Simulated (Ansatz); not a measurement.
# Hydrogen fluoride (HF): one species, many methods, part 2 of 2

Ansatz 0.2.0, Gaussian basis; functionals in def2-TZVPP, the program's frozen cores in correlated methods. Earlier steps stand in the parts before.

## 17. ωB97M-V (range-separated)

File in.yaml:

```yaml
crystal:
  periodic: [false, false, false]
  atoms:
    - {symbol: F, position_ang: [-0.390046, 0.144557, -0.196350]}
    - {symbol: H, position_ang: [0.390046, -0.144557, 0.196350]}
basis:
  gaussian: {orbitals: def2-TZVPP}
hamiltonian: {xc: {name: wB97M-V}}
output: {forces: true, orbitals: {seedname: orbitals}}
```

Standard output, shortened:

```text
Functional definition: wB97M-V
  name "wB97M-V"
  cite "Mardirossian & Head-Gordon, J. Chem. Phys. 144, 214110 (2016) doi:10.1063/1.4952647"
  cite "Becke, J. Chem. Phys. 107, 8554 (1997) doi:10.1063/1.475007"
  cite "Vydrov & Van Voorhis, J. Chem. Phys. 133, 244103 (2010) doi:10.1063/1.3521275"
  # Of w^i u^j: cxij and so on, Table III.
[...]
  gx(w, u) = 1 - cx + cx01*u + cx10*w
  gss(w, u) = css00 + css04*u^4 + css10*w + css20*w^2 + css43*w^4*u^3
  gos(w, u) = cos00 + cos10*w + (cos20 + cos21*u)*w^2 + (cos60 + cos61*u)*w^6
[...]
      + integral(e_c_pw_mod_opposite_spin*gos(b97_w_opposite, b97_u_opposite)) + vv10(b, c)
215 factors; their error is unknown
48 factors; integrals over basis functions are off by at most 2.2e-5 eV
[...]
mean field -2733.67553139 eV, -100.4607228269 hartree, gradient 2.1e-5 eV, S^2 0.000000; 0 other end points of the search recorded, 0 dependent functions left out
[...]
reference -2733.67554606 eV, -100.4607233658 hartree; 5, 5 occupied and 40, 40 virtual orbitals, 215 factors
Total energy: -2733.67554606 eV, -100.4607233658 hartree
Atom 0 at    -0.390046     0.144557    -0.196350 Å, force    -0.014944     0.005538    -0.007523 eV/Å
Atom 1 at     0.390046    -0.144557     0.196350 Å, force     0.014944    -0.005538     0.007523 eV/Å
Dipole moment:     0.325160    -0.120509     0.163686 e Å
```

It took 0.55 s on 2 threads, shared host.

With the free atoms at this level, -2727.653 eV in sum, the atomisation energy is 138.9 kcal/mol. HOMO -14.24 eV, LUMO 2.26 eV.

## 18. B2PLYP (double hybrid)

in.yaml, as its differences from that of step 17:

```diff
@@ -7,3 +7,2 @@
   gaussian: {orbitals: def2-TZVPP}
-hamiltonian: {xc: {name: wB97M-V}}
-output: {forces: true, orbitals: {seedname: orbitals}}
+hamiltonian: {xc: {name: B2PLYP}}
```

Standard output, shortened:

```text
Functional definition: B2PLYP
  name "B2PLYP"
  cite "Grimme, J. Chem. Phys. 124, 034108 (2006) doi:10.1063/1.2148954"
  cite "Becke, Phys. Rev. A 38, 3098 (1988) doi:10.1103/PhysRevA.38.3098"
  cite "Lee, Yang & Parr, Phys. Rev. B 37, 785 (1988) doi:10.1103/PhysRevB.37.785"
[...]
287 factors; integrals over basis functions are off by at most 1.0e-3 eV
[...]
mean field -2730.72528260 eV, -100.3523031835 hartree, gradient 1.4e-6 eV, S^2 0.000000; 0 other end points of the search recorded, 0 dependent functions left out
1 core orbitals not correlated: weight in the atoms' cores, before any rotation towards them, 1.000 or more for the frozen orbitals, at most 0.000 for the correlated occupied ones
reference -2730.72533930 eV, -100.3523052672 hartree; 4, 4 occupied and 40, 40 virtual orbitals, 287 factors
second order -8.59387789 eV of doubles, -0.00000000 eV of singles
Total energy: -2733.04568633 eV, -100.4375764477 hartree
```

Run time: 0.25 s. Hardware: 2 threads, shared host.

With the free atoms at this level, -2727.049 eV in sum, the atomisation energy is 138.3 kcal/mol.

## 19. PBE-QIDH (double hybrid)

in.yaml, as its differences from that of step 18:

```diff
@@ -7,2 +7,2 @@
   gaussian: {orbitals: def2-TZVPP}
-hamiltonian: {xc: {name: B2PLYP}}
+hamiltonian: {xc: {name: PBE-QIDH}}
```

Standard output, shortened:

```text
Functional definition: PBE-QIDH
  name "PBE-QIDH"
  cite "Brémond, Sancho-García, Pérez-Jiménez & Adamo, J. Chem. Phys. 141, 031101 (2014) doi:10.1063/1.4890314"
  cite "Perdew, Burke & Ernzerhof, Phys. Rev. Lett. 77, 3865 (1996) doi:10.1103/PhysRevLett.77.3865"
[...]
287 factors; integrals over basis functions are off by at most 1.0e-3 eV
[...]
mean field -2728.92258092 eV, -100.2860551186 hartree, gradient 3.8e-6 eV, S^2 0.000000; 0 other end points of the search recorded, 0 dependent functions left out
1 core orbitals not correlated: weight in the atoms' cores, before any rotation towards them, 1.000 or more for the frozen orbitals, at most 0.000 for the correlated occupied ones
reference -2728.92258427 eV, -100.2860552418 hartree; 4, 4 occupied and 40, 40 virtual orbitals, 287 factors
second order -8.07140453 eV of doubles, -0.00000000 eV of singles
Total energy: -2731.61305245 eV, -100.3849281237 hartree
```

It took 0.25 s on 2 threads, shared host.

Atomisation energy: 136.2 kcal/mol (free atoms -2725.708 eV, run apart).

## 20. Frontier levels by functional

Dipoles come from the runs that computed forces. Levels are read from the orbital files that the runs wrote:

```
  functional  HOMO (eV)  LUMO (eV)  gap (eV)  dipole (D)
 LDA (SPW92)      -9.57      -0.11      9.46            
      PBE-D4      -9.38      -0.08      9.29        1.80
   revPBE-D4      -9.31      -0.09      9.22            
     BLYP-D4      -9.35      -0.29      9.06            
   r2SCAN-D4      -9.93       0.90     10.83        1.84
      B97M-V     -10.07       0.32     10.39            
     PBE0-D4     -11.65       0.84     12.49            
    B3LYP-D4     -11.34       0.32     11.66        1.85
  r2SCANh-D4     -10.78       1.15     11.93            
  r2SCAN0-D4     -12.05       1.51     13.56            
    HSE06-D4     -11.23       0.48     11.71            
    BHLYP-D4     -13.92       1.35     15.27            
CAM-B3LYP-D4     -13.29       1.50     14.79            
     LC-ωPBE     -14.59       2.93     17.52            
     ωB97X-V     -14.28       2.80     17.08            
     ωB97M-V     -14.24       2.26     16.50        1.84
```

## 21. CCSD(T) in def2-SVP

in.yaml, as its differences from that of step 19:

```diff
@@ -6,3 +6,3 @@
 basis:
-  gaussian: {orbitals: def2-TZVPP}
-hamiltonian: {xc: {name: PBE-QIDH}}
+  gaussian: {orbitals: def2-SVP}
+correlation: {method: ccsd_t}
```

Standard output, shortened:

```text
Functional definition: HF
  name "HF"
  cite "Fock, Z. Phys. 61, 126 (1930) doi:10.1007/BF01340294"
  parent pbe
[...]
181 factors; integrals over basis functions are off by at most 1.4e-3 eV
[...]
mean field -2719.29813780 eV, -99.9323633576 hartree, gradient 2.8e-6 eV, S^2 0.000000; 0 other end points of the search recorded, 0 dependent functions left out
1 core orbitals not correlated: weight in the atoms' cores, before any rotation towards them, 1.000 or more for the frozen orbitals, at most 0.000 for the correlated occupied ones
reference -2719.29813780 eV, -99.9323633576 hartree; 4, 4 occupied and 14, 14 virtual orbitals, 181 factors
second order -5.43158941 eV of doubles, -0.00000000 eV of singles
cycle   1  -5.48557520 eV  change   -5.4e-2 eV  update   2.9e-2
[...]
cycle   8  -5.57691302 eV  change   -3.5e-8 eV  update   1.4e-6
perturbative correction -0.04971497 eV, -0.0018269914 hartree
Total energy: -2724.92476579 eV, -100.1391381224 hartree
```

It took 0.15 s on 2 threads, shared host.

## 22. CCSD(T) in def2-TZVPP

in.yaml, as its differences from that of step 21:

```diff
@@ -6,3 +6,4 @@
 basis:
-  gaussian: {orbitals: def2-SVP}
+  gaussian: {orbitals: def2-TZVPP}
 correlation: {method: ccsd_t}
+output: {orbitals: {seedname: orbitals}}
```

Standard output, shortened:

```text
Functional definition: HF
  name "HF"
  cite "Fock, Z. Phys. 61, 126 (1930) doi:10.1007/BF01340294"
  parent pbe
[...]
287 factors; integrals over basis functions are off by at most 1.0e-3 eV
[...]
mean field -2722.91281379 eV, -100.0652002503 hartree, gradient 4.5e-6 eV, S^2 0.000000; 0 other end points of the search recorded, 0 dependent functions left out
1 core orbitals not correlated: weight in the atoms' cores, before any rotation towards them, 1.000 or more for the frozen orbitals, at most 0.000 for the correlated occupied ones
reference -2722.91281379 eV, -100.0652002503 hartree; 4, 4 occupied and 40, 40 virtual orbitals, 287 factors
second order -7.36475920 eV of doubles, -0.00000000 eV of singles
cycle   1  -7.29614783 eV  change    6.9e-2 eV  update   3.9e-2
[...]
cycle   8  -7.43081327 eV  change    4.6e-7 eV  update   3.3e-6
perturbative correction -0.17032803 eV, -0.0062594397 hartree
Total energy: -2730.51395509 eV, -100.3445370407 hartree
```

Wall time 0.25 s (2 threads, shared host).

## 23. CCSD(T) in def2-QZVPP

in.yaml, as its differences from that of step 22:

```diff
@@ -6,4 +6,3 @@
 basis:
-  gaussian: {orbitals: def2-TZVPP}
+  gaussian: {orbitals: "def2-QZVPP.json"}
 correlation: {method: ccsd_t}
-output: {orbitals: {seedname: orbitals}}
```

Standard output, shortened:

```text
Functional definition: HF
  name "HF"
  cite "Fock, Z. Phys. 61, 126 (1930) doi:10.1007/BF01340294"
  parent pbe
[...]
544 factors; integrals over basis functions are off by at most 1.4e-3 eV
[...]
mean field -2723.04452846 eV, -100.0700406751 hartree, gradient 2.5e-7 eV, S^2 0.000000; 0 other end points of the search recorded, 0 dependent functions left out
1 core orbitals not correlated: weight in the atoms' cores, before any rotation towards them, 1.000 or more for the frozen orbitals, at most 0.000 for the correlated occupied ones
reference -2723.04452846 eV, -100.0700406751 hartree; 4, 4 occupied and 82, 82 virtual orbitals, 544 factors
second order -8.07849653 eV of doubles, -0.00000000 eV of singles
cycle   1  -7.93248931 eV  change    1.5e-1 eV  update   4.2e-2
[...]
cycle   8  -8.07783646 eV  change   -2.9e-7 eV  update   1.7e-6
perturbative correction -0.21531536 eV, -0.0079126935 hartree
Total energy: -2731.33768028 eV, -100.3748083830 hartree
```

It took 0.75 s on 2 threads, shared host.

Energy pieces by basis (eV):

```
     basis          HF  MP2 correlation  CCSD correlation      (T)       total
  def2-SVP  -2719.2981          -5.4316           -5.5769  -0.0497  -2724.9248
def2-TZVPP  -2722.9128          -7.3648           -7.4308  -0.1703  -2730.5140
def2-QZVPP  -2723.0445          -8.0785           -8.0778  -0.2153  -2731.3377
```

The report of the def2-TZVPP run gives T1 = 0.0079.

## 24. The basis-set limit

This step is arithmetic on the last runs, with X = 3 and 4: exp(−7.88√X) for Hartree-Fock, X^−2.97 for correlation.

```
  level  energy at the limit (eV)
     HF                -2723.0627
    MP2                -2731.6699
   CCSD                -2731.6198
CCSD(T)                -2731.8684
```

## 25. RPA on PBE orbitals

in.yaml, as its differences from that of step 23:

```diff
@@ -6,3 +6,4 @@
 basis:
-  gaussian: {orbitals: "def2-QZVPP.json"}
-correlation: {method: ccsd_t}
+  gaussian: {orbitals: def2-TZVPP}
+hamiltonian: {xc: pbe}
+correlation: {method: rpa}
```

Standard output:

```text
Functional definition: PBE
  name "PBE"
  cite "Perdew, Burke & Ernzerhof, Phys. Rev. Lett. 77, 3865 (1996) doi:10.1103/PhysRevLett.77.3865"
  parent pbe
  parameter kappa = 0.804
  parameter beta = 0.06672455060314922
  exchange = pbe_x(kappa = kappa, mu = beta*pi^2/3)
  correlation = pbe_c(beta = beta)
287 factors; integrals over basis functions are off by at most 1.0e-3 eV
mean field evaluation 1: about -2730.1948 eV, gradient 3.5e1 eV
mean field evaluation 2: about -2730.1947 eV, gradient 3.5e1 eV
mean field evaluation 4: about -2731.8424 eV, gradient 7.8e-1 eV
mean field evaluation 8: about -2731.8435 eV, gradient 2.2e-3 eV
mean field -2731.84353294 eV, -100.3933981256 hartree, gradient 9.3e-7 eV, S^2 0.000000; 0 other end points of the search recorded, 0 dependent functions left out
1 core orbitals not correlated: weight in the atoms' cores, before any rotation towards them, 1.000 or more for the frozen orbitals, at most 0.000 for the correlated occupied ones
reference -2722.68136731 eV, -100.0566947491 hartree; 4, 4 occupied and 40, 40 virtual orbitals, 287 factors
Total energy: -2733.63264594 eV, -100.4591468155 hartree
```

Wall time 0.25 s (2 threads, shared host).

RPA correlation: -10.951 eV. No RPA run of the hydrogen atom was made, so RPA has no atomisation energy below.

## 26. The ladder

Atomisation energy = energies of 1 F, 1 H (separate runs, same level) minus the molecule's; electronic only, no spin-orbit term.

Differences are taken before rounding.

```
            method             rung  atoms, summed (eV)  atomisation energy (kcal/mol)  from CCSD(T)/CBS (kcal/mol)    time
       LDA (SPW92)              LDA           -2709.784                          161.0                        +19.0  0.15 s
            PBE-D4              GGA           -2725.730                          141.0                         -1.0   0.2 s
         revPBE-D4              GGA           -2727.642                          137.3                         -4.7  0.15 s
           BLYP-D4              GGA           -2728.170                          140.0                         -1.9  0.15 s
         r2SCAN-D4         meta-GGA           -2727.331                          137.5                         -4.5   0.5 s
            B97M-V         meta-GGA           -2727.460                          136.7                         -5.3  0.45 s
           PBE0-D4           hybrid           -2725.961                          136.1                         -5.9  0.15 s
          B3LYP-D4           hybrid           -2728.548                          138.4                         -3.6  0.25 s
        r2SCANh-D4           hybrid           -2727.256                          136.0                         -6.0  0.45 s
        r2SCAN0-D4           hybrid           -2727.147                          133.7                         -8.2  0.45 s
          HSE06-D4           hybrid           -2725.842                          136.3                         -5.7  0.25 s
          BHLYP-D4           hybrid           -2727.757                          130.9                        -11.0   0.2 s
      CAM-B3LYP-D4  range-separated           -2727.823                          139.2                         -2.8   0.2 s
           LC-ωPBE  range-separated           -2727.147                          137.8                         -4.2  0.25 s
           ωB97X-V  range-separated           -2727.524                          137.7                         -4.3   0.4 s
           ωB97M-V  range-separated           -2727.653                          138.9                         -3.1  0.55 s
            B2PLYP    double hybrid           -2727.049                          138.3                         -3.7  0.25 s
          PBE-QIDH    double hybrid           -2725.708                          136.2                         -5.8  0.25 s
     HF/def2-TZVPP     wavefunction           -2718.733                           96.4                        -45.6        
    MP2/def2-TZVPP     wavefunction           -2724.115                          142.1                         +0.1        
   CCSD/def2-TZVPP     wavefunction           -2724.443                          136.1                         -5.9        
  CCSD(T)/def2-SVP     wavefunction           -2719.343                          128.7                        -13.2  0.15 s
CCSD(T)/def2-TZVPP     wavefunction           -2724.536                          137.8                         -4.1  0.25 s
           MP2/CBS     wavefunction           -2725.309                          146.7                         +4.7        
       CCSD(T)/CBS     wavefunction           -2725.712                          142.0                            0     1 s
```

Among the levels timed on like hardware and quicker than the yardstick, those that no quicker one beats, quickest first: BLYP-D4 (0.15 s, -1.9 kcal/mol); PBE-D4 (0.2 s, -1.0 kcal/mol). Runs this short are mostly start-up, so their order is noise.

LDA (SPW92), LC-ωPBE, B2PLYP, PBE-QIDH carry no dispersion term (for B3LYP, D4 adds 0.1 kcal/mol).

Times are those of the molecule's run; HF, MP2 and CCSD come out of the CCSD(T) runs, and the limit's time is the sum of the runs that it needs.

## 27. From atomisation energies to enthalpies of formation

The vibrations of an earlier PBE0-D4 run give H(298) − E = 8.0 kcal/mol for the molecule; each atom carries 5/2 RT. With the gaseous atoms' enthalpies of formation (F 79.374, H 217.998 kJ/mol, Active Thermochemical Tables 1.112), ΔfH = Σ atoms − (atomisation energy − 5.0 kcal/mol). Measured: -272.711 kJ/mol (298.15 K; Active Thermochemical Tables 1.112).

```
            method  ΔfH(298) (kcal/mol)  from the measured (kcal/mol)
       LDA (SPW92)                -84.9                         -19.7
            PBE-D4                -64.9                          +0.3
         revPBE-D4                -61.2                          +4.0
           BLYP-D4                -63.9                          +1.3
         r2SCAN-D4                -61.4                          +3.8
            B97M-V                -60.6                          +4.6
           PBE0-D4                -60.0                          +5.2
          B3LYP-D4                -62.3                          +2.9
        r2SCANh-D4                -59.8                          +5.4
        r2SCAN0-D4                -57.6                          +7.6
          HSE06-D4                -60.1                          +5.1
          BHLYP-D4                -54.8                         +10.4
      CAM-B3LYP-D4                -63.1                          +2.1
           ωB97X-V                -61.6                          +3.6
           ωB97M-V                -62.8                          +2.4
            B2PLYP                -62.2                          +3.0
          PBE-QIDH                -60.0                          +5.2
           LC-ωPBE                -61.7                          +3.5
     HF/def2-TZVPP                -20.3                         +44.9
    MP2/def2-TZVPP                -66.0                          -0.8
   CCSD/def2-TZVPP                -59.9                          +5.3
  CCSD(T)/def2-SVP                -52.6                         +12.6
CCSD(T)/def2-TZVPP                -61.7                          +3.5
           MP2/CBS                -70.6                          -5.4
       CCSD(T)/CBS                -65.8                          -0.6
```

## 28. What came out

The summary covers parts 1 to 2.

| quantity | value |
| --- | --- |
| atomisation energy, CCSD(T)/CBS | 142.0 kcal/mol |
| functionals within 0.7 kcal/mol (0.5 %) | none; nearest PBE-D4 (-1.0 kcal/mol) |
| farthest beyond LDA | BHLYP-D4 (-11.0 kcal/mol) |
| mean size of error, GGA | 2.5 kcal/mol |
| mean size of error, meta-GGA | 4.9 kcal/mol |
| mean size of error, hybrid | 6.7 kcal/mol |
| mean size of error, range-separated | 3.6 kcal/mol |
| mean size of error, double hybrid | 4.7 kcal/mol |
| gap, smallest and largest | 9.06 eV (BLYP-D4), 17.52 eV (LC-ωPBE) |
| T1 diagnostic | 0.0079 |
| triples share of the correlation energy | 2.2 % |

In words: The LDA atomisation energy is off by 19.0 kcal/mol (13 %): it overbinds. PBE-D4 is off by -1.0 kcal/mol. Double hybrids carry the basis error of their MP2 part in triple zeta, and no dispersion term here, so their miss is partly the set-up's. Taken by rung, GGA functionals do best (2.5 kcal/mol on average) and hybrid ones worst beyond LDA (6.7 kcal/mol). The gap between the best rungs is small, so their order is not settled. The mean of the hybrids holds BHLYP, with half exact exchange. The reference freezes the cores and leaves out relativity and excitations past (T), so misses under about 0.7 kcal/mol can't be ranked. Hartree-Fock recovers 68 % of the binding; the rest is correlation. CCSD(T) in def2-SVP is off by -13.2 kcal/mol, which most functionals beat. The gap grows from 9.1 to 17.5 eV across the functionals, mostly with the share of exact exchange. Against the measured enthalpy of formation, CCSD(T)/CBS is off by -0.6 kcal/mol and PBE-D4 by +0.3 kcal/mol. Left out at every level are anharmonicity, which would lower the calculated values a little, and the spin-orbit lowering of the F atoms, which would raise them a little; core-valence correlation, missing in the reference, would lower it.

PBE-D4 reaches 1.0 kcal/mol from the reference in 0.2 s, where CCSD(T)/CBS took 1 s.
